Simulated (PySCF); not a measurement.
## Magnetisability: `CCO`, C2H6O

Cartesian coordinates in Å; atom numbers follow the order of the lines, from 1:
```xyz
9

C     0.8359    0.1655    0.0174
C    -0.5795   -0.3689   -0.0803
O    -1.5026    0.5917   -0.5180
H     1.5433   -0.6285    0.3035
H     0.9103    0.9624    0.7767
H     1.1576    0.5870   -0.9471
H    -0.8814   -0.8125    0.8913
H    -0.6196   -1.1884   -0.8161
H    -1.4997    1.3162    0.1162
```

Method: PySCF 2.14.0, GIAO PBE0/pcSseg-2 magnetisability, rotational g tensor and spin-rotation constants, non-relativistic, gas phase. Geometry: PBE0-D3(BJ)/def2-SVP.

Problem. What are the magnetisability and the molar susceptibility?

Solution. Isotropic -571 × 10⁻³⁰ J/T², or -34.4 × 10⁻⁶ cm³/mol; principal values -621, -559, -534 × 10⁻³⁰ J/T², anisotropy 78 × 10⁻³⁰ J/T² (root of half the summed squared differences of the principal values). The susceptibility is in cgs units.

Problem. Split it along the inertial axes a, b, c into diamagnetic and paramagnetic parts about the centre of mass, with the quadrupole moment.

Solution. 
| axis | χ (10⁻⁶ cm³/mol) | diamagnetic (10⁻⁶ cm³/mol) | paramagnetic (10⁻⁶ cm³/mol) | summed x² of all electrons (Å²) | quadrupole Θ (D Å) |
| --- | --- | --- | --- | --- | --- |
| a | -36.7 | -83.7 | 47.0 | 34.7 | -3.27 |
| b | -34.3 | -179.7 | 145.4 | 12.1 | +1.71 |
| c | -32.2 | -198.6 | 166.4 | 7.6 | +1.56 |

Anisotropies 2χaa − χbb − χcc = -6.8 and 2χbb − χaa − χcc = +0.2 × 10⁻⁶ cm³/mol. Θ is traceless in Buckingham's convention.

Problem. And the rotational g tensor?

Solution. 
| axis | rotational constant (GHz) | g | nuclear part | electronic part |
| --- | --- | --- | --- | --- |
| a | 34.6359 | +0.0507 | 0.8149 | -0.7641 |
| b | 9.2827 | -0.0095 | 0.6245 | -0.6340 |
| c | 8.2067 | -0.0162 | 0.6253 | -0.6416 |

Asymmetric top; isotopes 12C, 1H, 16O; no vibrational averaging.
